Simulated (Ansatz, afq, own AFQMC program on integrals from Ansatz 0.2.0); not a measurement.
Two steps: Ansatz 0.2.0 writes the Fock matrix and Cholesky factors of the valence space, and afq projects on them the lowest state that overlaps trial and start.

```yaml
crystal:
  periodic: [false, false, false]
  atoms:
    - {symbol: Ge, position_ang: [0.000000, 0.000000, 1.430501]}
    - {symbol: N, position_ang: [0.000000, 0.000000, -0.213910]}
    - {symbol: H, position_ang: [0.000000, 0.000000, -1.216591]}
basis:
  gaussian: {orbitals: cc-pVDZ}
total_charge: 1
magnetization: {spin_polarized: true, initial_magnetization: 1}
correlation: {method: ccsd_t, electrons: outside_noble_gas, hamiltonian_folder: ham}
```

```sh
$ ansatz run in.yaml --threads 1 --pin off --events-out ev --progress --plain --max-ram 1843MiB
```

Options of the walk:

```
--method free --trial cisd --walkers 60 --time-step 0.03 --max-blocks 80 --target-error 0.00036 --factor-cut 1e-05 --seed 878 --times 0,0.3,0.6,1.2,1.8,2.4,3.6,4.8,6 --taylor-order 8
```

Times are imaginary, in 1/Eh. The walk had a cap of 678 s. Filled inner d shells are frozen with the cores.

Log:

```
orbitals 31  electrons 5 4  factors 237 of 509
reference energy -2130.04061015 Eh
CCSD correlation -0.21145716 Eh in 12 cycles, weight of the determinant in the CISD state 0.8935
repeat  energy at the last time / Eh  error
    10  -2130.259200  0.001378
    20  -2130.258847  0.001340
    30  -2130.259910  0.001226
    40  -2130.260193  0.001196
    50  -2130.259511  0.001076
    60  -2130.259378  0.001014
    70  -2130.259107  0.000893
    80  -2130.258490  0.000868
time / (1/Eh)  energy / Eh  error  mean overlap
  0.00  -2130.252170  0.000221  1.1204
  0.30  -2130.256506  0.000206  1.1137
  0.60  -2130.257969  0.000205  1.1071
  1.20  -2130.259160  0.000284  1.1019
  1.80  -2130.259914  0.000323  1.1008
  2.40  -2130.259883  0.000340  1.0866
  3.60  -2130.260036  0.000502  1.1058
  4.80  -2130.259763  0.000720  1.1287
  6.00  -2130.258490  0.000868  1.1547
energy -2130.258490 +/- 0.000868 Eh
```

The run passed its tests (error under three times the target), which doesn't prove that it has relaxed.

Against this walk (error 23.6 meV) on the same determinant: CCSD(T) 9.5 meV higher (within the noise), the released energy of a separate walk with a CISD trial 35.8 ± 28.3 meV lower (within the noise). The error is statistical, and a free projection of finite length keeps a remainder of its start. The last points scatter (meV from the last: -39 ± 9 at 1.80, -38 ± 9 at 2.40, -42 ± 14 at 3.60, -35 ± 20 at 4.80, 0 ± 24 at 6.00); the last is the one printed as the energy, and the gaps above move with that scatter.

Cautions: remainder of the start not in the error; error above the target (23.6 against 9.8 meV); no relativity below Rb; no spin-orbit coupling; inner d shell frozen.

The walk took 3.1 min on 1 thread of Arm Neoverse V1, on a shared host. The log's last line is the free-projection energy.

A walk keeps the symmetry of its determinant, which the program's search chose and which needn't be the lowest solution, so a lower state of the same spin and another symmetry isn't excluded.
